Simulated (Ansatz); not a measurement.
Start from GaP in the zinc blende structure (space group F-43m, No. 216).

Space group F-43m (No. 216); a = 5.5064 Å, b = 5.5064 Å, c = 5.5064 Å, α = 90.00°, β = 90.00°, γ = 90.00°

| atom | site | symmetry | x | y | z |
|---|---|---|---|---|---|
| P | 4c | -43m | 0.2500 | 0.2500 | 0.2500 |
| Ga | 4a | -43m | 0.0000 | 0.0000 | 0.0000 |
(The calculation used a cell of 2 atoms; values per cell refer to that cell.)

All numbers come from plane-wave PAW DFT at the PBE level (Ansatz, a first-principles code, 420 eV), no spin-orbit coupling, earlier PAW set.

The change: every Ga is replaced by B, then cell and atoms are relaxed.

Measured lattice parameter a: GaP 5.439 Å (static lattice; corrected from measurement; as listed in Daniel Mejia-Rodriguez, S. B. Trickey, Phys. Rev. B (2018)); BP 4.525 Å (static lattice; corrected from measurement; as listed in Daniel Mejia-Rodriguez, S. B. Trickey, Phys. Rev. B (2018)).

### Question
How well does PBE reproduce the measured shift?

### Answer
With PBE the lattice parameter a moves by -0.958 Å (5.506 → 4.548) against -0.914 Å measured.

Whether these cells are dynamically stable was not tested.
